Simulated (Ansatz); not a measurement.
## Rb2NbCuSe4 (Fddd, No. 70)

Calculation: LDA in Ansatz (plane waves, PAW).

Run with plane-wave cutoff 520 eV, 8×8×8 k mesh, Fermi–Dirac smearing 0.01 eV, no spin polarisation, scalar-relativistic PAW data made under PBE.

Cell: measured lattice: a = 5.780 Å, b = 13.887 Å, c = 24.609 Å, α = β = γ = 90.00°.

```json
{
 "band_gap": "1.64 eV",
 "smallest_direct_gap_on_the_k_points_sampled": "1.86 eV",
 "direct gap at Γ": "1.95 eV"
}
```

Note: cell and atoms aren't relaxed at this level (pressure -2.4 GPa).

Spin–orbit coupling is not included.

Static lattice: no zero-point or thermal effects.

Ansatz is an electronic-structure program.
